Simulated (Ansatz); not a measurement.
What does this script print? It uses the Ansatz DFT code, driven from Python.

Script `relaxed_scan_ch2nsi.py`:
```python
"""Relaxed scan of one distance in CH2NSi."""

import ansatz as az
import numpy as np

geometry_ang = [
    ("N", [1.0874, -1.2782, 1.6417]),
    ("C", [0.5907, -0.658, 0.7252]),
    ("Si", [-0.135, 0.2665, -0.7559]),
    ("H", [-1.4195, -0.139, -1.0755]),
    ("H", [-0.0736, 1.7351, -0.5768]),
]
geometry = az.Crystal.molecule()
for symbol, xyz in geometry_ang:
    geometry = geometry.atom(symbol, xyz)

setup = (
    geometry.calculation()
    .basis(gaussian="def2-SVP")
    .functional("PBE")
    .spin("collinear", total=1)
    .scf(lower_state_search="off")
)
symbols = [site.symbol for site in geometry.cartesian_sites]
pairs = [(0, 1), (1, 2), (2, 3), (2, 4)]
print("held (A)   E (eV)        ", "  ".join(f"{symbols[i]}{i}-{symbols[j]}{j}" for i, j in pairs))
for length in [1.36, 1.48, 1.6, 1.78, 2.0]:
    report = setup.relax(constraints=[az.DistanceConstraint((2, 4), at=length)], force_tolerance=0.02, max_steps=60).run(threads=1).report
    xyz = np.array(report["positions_ang"])
    print(f"{length:6.2f} {report['free_energy_ev']:14.5f}  ", "  ".join(f"{np.linalg.norm(xyz[i] - xyz[j]):.3f}" for i, j in pairs))
```

Output of `python relaxed_scan_ch2nsi.py`:
```text
held (A)   E (eV)         N0-C1  C1-Si2  Si2-H3  Si2-H4
DeckWarning: relax.constraints: the input's atoms, or those drawn, lie off the distances that are held; a relaxation that starts there is brought onto them ahead of its first SCF, by positions alone, [...]
  1.36   -10423.29657   1.178  1.841  1.498  1.360
  1.48   -10423.49836   1.178  1.843  1.500  1.480
  1.60   -10423.42752   1.178  1.844  1.501  1.600
  1.78   -10423.05161   1.178  1.844  1.502  1.780
  2.00   -10422.41877   1.178  1.846  1.505  2.000
```
(Warnings from the package without file and line, shortened, repeats left out.)

Reading the output:
- The settings weren't tested for convergence.
- The energies are electronic: no zero-point or thermal terms, and the basis set is short of its limit.
- The species is open-shell (spin multiplicity 2).
- Finished in 33 s on 1 thread of Arm Neoverse V2, with other jobs on the host, peak memory 0.19 GiB.
